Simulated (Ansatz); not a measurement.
# BSiH5 (singlet): wave-function methods side by side at distance B1–H4 along a hydrogen transfer = 1.427 Å, cc-pVDZ

How much of the correlation energy of BSiH5 (singlet) does each wave-function method recover here?

The runs use Ansatz 0.2.0, Gaussian basis; cc-pVDZ, core rule «outside noble gas», up to 6 orbitals frozen.

To be run: UHF; CCSD(T) on RHF; CCSD(T) on UHF; BCCD(T) on RHF; CISD; CCSDT(Q) on RHF; CCSDT(Q) on UHF; CASSCF and NEVPT2, 2 electrons in 2 orbitals; CASSCF and NEVPT2, 8 electrons in 8 orbitals.

11 further runs of the same task are left out: 1 for a mislabelled method, 9 that didn't finish, 1 set aside as unsound or not needed.

## 1. What is computed

The geometry derives from fragments relaxed apart (PBE0/def2-TZVP) and kept rigid, so it is no stationary point. A hydrogen atom is moved between rigid fragments.

7 atoms, charge 0, spin multiplicity 1.

Atoms are counted from 1 here; the program's logs count them from 0.

Bond lengths: B1–H2 1.193 Å, B1–H3 1.193 Å, B1–H4 1.427 Å, H4–Si5 1.616 Å, Si5–H6 1.526 Å, Si5–H7 1.526 Å. Angles: H2–B1–H3 120.0°, H2–B1–H4 120.0°, H3–B1–H4 120.0°, B1–H4–Si5 180.0°, H4–Si5–H6 113.7°, H4–Si5–H7 113.7°, H6–Si5–H7 91.2°.

## 2. UHF

File in.yaml:

```yaml
crystal:
  periodic: [false, false, false]
  atoms:
    - {symbol: B, position_ang: [-2.118253, 0.040114, 0.000000]}
    - {symbol: H, position_ang: [-2.714986, 1.073685, 0.000000]}
    - {symbol: H, position_ang: [-2.714986, -0.993457, 0.000000]}
    - {symbol: H, position_ang: [-0.691253, 0.040114, 0.000000]}
    - {symbol: Si, position_ang: [0.924747, 0.040114, 0.000000]}
    - {symbol: H, position_ang: [1.536928, -0.834170, 1.090012]}
    - {symbol: H, position_ang: [1.536928, -0.834170, -1.090012]}
basis:
  gaussian: {orbitals: cc-pVDZ}
magnetization: {spin_polarized: true, initial_magnetization: 0}
hamiltonian: {xc: hf}
output: {orbitals: {seedname: orbitals}}
```

On the command line:

```console
> ansatz run in.yaml --threads 1 --pin off --events-out ev --progress --plain --max-ram 2393MiB
```

After this run come: CCSD(T) on RHF; CCSD(T) on UHF; BCCD(T) on RHF; CISD; CCSDT(Q) on RHF; CCSDT(Q) on UHF; CASSCF and NEVPT2, 2 electrons in 2 orbitals; CASSCF and NEVPT2, 8 electrons in 8 orbitals.

Before running them: what should the planned runs give, taken together? Wanted: RCCSDT(Q) below the RHF energy; RMP2 from RCCSDT(Q); UMP2 from RCCSDT(Q); RCCSD from RCCSDT(Q); RCCSD(T) from RCCSDT(Q); UCCSD(T) from RCCSDT(Q); UCCSDT(Q) from RCCSDT(Q); NEVPT2 pair from RCCSDT(Q); NEVPT2 frontier from RCCSDT(Q).

The runs gave:

| quantity | value |
| --- | --- |
| RCCSDT(Q) below the RHF energy | -6.8973 eV |
| RMP2 from RCCSDT(Q) | +152.6 kJ/mol |
| UMP2 from RCCSDT(Q) | +168.0 kJ/mol |
| RCCSD from RCCSDT(Q) | +21.1 kJ/mol |
| RCCSD(T) from RCCSDT(Q) | +4.5 kJ/mol |
| UCCSD(T) from RCCSDT(Q) | +6.1 kJ/mol |
| UCCSDT(Q) from RCCSDT(Q) | 0.0 kJ/mol |
| NEVPT2 pair from RCCSDT(Q) | +137.9 kJ/mol |
| NEVPT2 frontier from RCCSDT(Q) | +131.2 kJ/mol |
| levels within 1 kcal/mol (43 meV) | RCCSDT, UCCSDT, UCCSDT(Q) |
| T1 diagnostic | 0.019 |

In words: RCCSD(T) lands +4.5 kJ/mol from the yardstick (0.7 % of the correlation energy). Of the multireference levels listed NEVPT2 frontier comes nearest in total energy (+131.2 kJ/mol), which doesn't show that its space is the better one. These misses are within one basis, not against nature.
